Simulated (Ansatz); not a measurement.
# BSiH₃ (singlet): wave-function methods side by side at distance Si1–B2 = 2.883 Å, cc-pVTZ

Aim: climb from Hartree-Fock through coupled cluster and multireference methods for BSiH₃ (singlet) at one geometry and basis, and see what each rung misses.

Computed with Ansatz 0.2.0, Gaussian basis. Level: cc-pVTZ, core rule «outside noble gas», up to 6 orbitals frozen.

The runs, in order: UHF; CCSD(T) on RHF; CCSD(T) on UHF; BCCD(T) on RHF; CCSDT(Q) on RHF; CCSDT(Q) on UHF; CASSCF and NEVPT2, 2 electrons in 2 orbitals; CASSCF and NEVPT2, 10 electrons in 11 orbitals.

### Step 1. The geometry

The geometry derives from a PBE0/def2-TZVP stationary point (not a proven minimum). One bond is set to the value named and the two fragments are kept rigid.

5 atoms, charge 0, spin multiplicity 1.

Atoms are counted from 1 here; the program's logs count them from 0.

Bond lengths: Si1–H3 1.491 Å, Si1–H4 1.491 Å, Si1–H5 1.491 Å. Angles: H3–Si1–H4 109.0°, H3–Si1–H5 109.0°, H4–Si1–H5 109.0°.

Coordinates:

```
Si   -0.70674   -0.00611    0.00060
B     2.17615    0.01881   -0.00184
H    -1.22819    1.39123    0.00309
H    -1.20898   -0.71316    1.21399
H    -1.21106   -0.70961   -1.21400
```

### Step 2. UHF

in.yaml

```yaml
crystal:
  periodic: [false, false, false]
  atoms:
    - {symbol: Si, position_ang: [-0.706741, -0.006109, 0.000596]}
    - {symbol: B, position_ang: [2.176150, 0.018812, -0.001836]}
    - {symbol: H, position_ang: [-1.228191, 1.391233, 0.003090]}
    - {symbol: H, position_ang: [-1.208978, -0.713164, 1.213986]}
    - {symbol: H, position_ang: [-1.211057, -0.709607, -1.213998]}
basis:
  gaussian: {orbitals: cc-pVTZ}
magnetization: {spin_polarized: true, initial_magnetization: 0}
hamiltonian: {xc: hf}
output: {orbitals: {seedname: orbitals}}
```

Run with:

```sh
$ ansatz run in.yaml --threads 1 --pin off --events-out ev --progress --plain --max-ram 2560MiB --backend cpu
```

After this run come: CCSD(T) on RHF; CCSD(T) on UHF; BCCD(T) on RHF; CCSDT(Q) on RHF; CCSDT(Q) on UHF; CASSCF and NEVPT2, 2 electrons in 2 orbitals; CASSCF and NEVPT2, 10 electrons in 11 orbitals.

**Question.** What will the summary of the whole plan be? Wanted: RCCSDT(Q) from the RHF energy; RMP2 from RCCSDT(Q); UMP2 from RCCSDT(Q); RCCSD from RCCSDT(Q); RCCSD(T) from RCCSDT(Q); UCCSD(T) from RCCSDT(Q); UCCSDT(Q) from RCCSDT(Q); NEVPT2 pair from RCCSDT(Q); NEVPT2 valence from RCCSDT(Q).

**Answer**, as computed:

| quantity | value |
| --- | --- |
| RCCSDT(Q) from the RHF energy | -7.0191 eV |
| RMP2 from RCCSDT(Q) | +1665.9 meV |
| UMP2 from RCCSDT(Q) | +2045.6 meV |
| RCCSD from RCCSDT(Q) | +313.5 meV |
| RCCSD(T) from RCCSDT(Q) | +58.5 meV |
| UCCSD(T) from RCCSDT(Q) | +68.9 meV |
| UCCSDT(Q) from RCCSDT(Q) | -1.9 meV |
| NEVPT2 pair from RCCSDT(Q) | +1492.6 meV |
| NEVPT2 valence from RCCSDT(Q) | +1229.9 meV |
| levels within 1 kcal/mol (43 meV) | RCCSDT, UCCSDT, UCCSDT(Q) |
| T1 diagnostic | 0.017 |
| effectively unpaired electrons | 0.20 |

RCCSD(T) misses by +58.5 meV, 0.8 % of the correlation energy. The occupations show static correlation (0.20 effectively unpaired electrons where one determinant has 0). Of the multireference levels listed NEVPT2 valence comes nearest in total energy (+1229.9 meV), which doesn't show that its space is the better one. These misses are within one basis, not against nature.
